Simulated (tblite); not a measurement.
C3H7O2 (doublet state).
Z-matrix (Å and degrees, GFN2-xTB geometry), rows numbered from 1:
```
C 
C   1  1.5279
O   2  1.4117  1  112.41
C   3  1.4132  2  115.53  1    76.54
O   4  1.2725  3  119.82  2     0.92
H   1  1.0868  2  109.87  3   -65.02
H   1  1.0872  2  109.96  3    55.29
H   1  1.0860  2  109.35  3   175.42
H   2  1.0980  1  108.95  3   120.75
H   2  1.0922  1  110.99  3  -117.70
H   4  1.1289  3  104.59  2  -127.05
H   4  1.1292  3  103.77  2   128.38
```

All values are computed: GFN2-xTB (tblite) harmonic vibrations without scaling, gas phase. Against measured fundamentals such values can be off by several per cent, at times by over 20. One conformer, not necessarily the lowest. Open shells enter through the occupations alone, without spin polarisation, and single modes of such species can be off by tens of per cent.

Harmonic wavenumbers (cm⁻¹): 88.5, 149.7, 212.4, 283.2, 405.8, 648.8, 788.3, 814.4, 867.8, 947.8, 1049.7, 1080.1, 1086.6, 1140.5, 1206.8, 1261.2, 1271.3, 1316.1, 1362.8, 1388.0, 1422.4, 1475.0, 1487.7, 2451.4, 2560.8, 2899.8, 2973.4, 3042.5, 3051.8, 3053.6.

A = 8901, B = 3953, C = 3204 MHz; mass 75.045 u (most abundant isotopes); point group C1, symmetry number 1; spin multiplicity 2.

Question: Zero-point energy?

Answer: ½Σν̃ = 20894 cm⁻¹ = 59.74 kcal/mol.

Question: What is S at 273.15 K and 1 bar for an ideal gas of classical rigid rotors and harmonic oscillators?

Answer: Translation 38.45, rotation 25.20, vibration 11.19, spin (R ln 2) 1.38: S = 76.2 cal/(mol K).

Question: And Cp and H(273.15 K) − H(0)?

Answer: Cp = 20.90 cal/(mol K), of which vibrations give 12.95 (their classical limit is 30 R = 59.6); H(273.15 K) − H(0) = 3.89 kcal/mol without the zero-point energy, 1.71 from vibrations.

Question: Blend soft modes into free rotors: weight 1/[1 + (100 cm⁻¹/ν̃)⁴] for the oscillator and the rest for a rotor with moment μB/(μ + B), μ = h/(8π²ν), B = 10⁻⁴⁴ kg m². What vibrational entropy results?

Answer: 10.79 cal/(mol K) in place of 11.19, which changes −T·S at 273.15 K by +0.11 kcal/mol.

Question: Which modes carry the vibrational entropy at 273.15 K?

Answer: 88.5 cm⁻¹: 3.52; 149.7 cm⁻¹: 2.51; 212.4 cm⁻¹: 1.86; 283.2 cm⁻¹: 1.37; 405.8 cm⁻¹: 0.82; 648.8 cm⁻¹: 0.30 cal/(mol K); the other 24 give 0.81 together.

Question: How do the functions run with temperature in this model?

Answer: 
| T (K) | S (cal/(mol K)) | Cp (cal/(mol K)) | H − H(0) (kcal/mol) | G − H(0) (kcal/mol) | ln q(vib) |
| --- | --- | --- | --- | --- | --- |
| 50 | 52.3 | 9.9 | 0.43 | -2.19 | 0.10 |
| 100 | 60.1 | 12.8 | 1.00 | -5.01 | 0.52 |
| 298.15 | 78.1 | 22.3 | 4.43 | -18.86 | 2.76 |
| 373.15 | 83.6 | 26.8 | 6.27 | -24.93 | 3.64 |
| 500 | 92.4 | 33.7 | 10.11 | -36.10 | 5.19 |
| 750 | 108.1 | 43.7 | 19.87 | -61.21 | 8.30 |
| 1000 | 121.7 | 50.3 | 31.68 | -89.97 | 11.36 |

q(vib) and H(0) count from the zero-point level.

Hindered rotation and anharmonicity are outside this model. Other conformers, if any are populated, would add a mixing term that is left out. The structure is chiral; the term R ln 2 for an equal mix with its mirror image is left out.
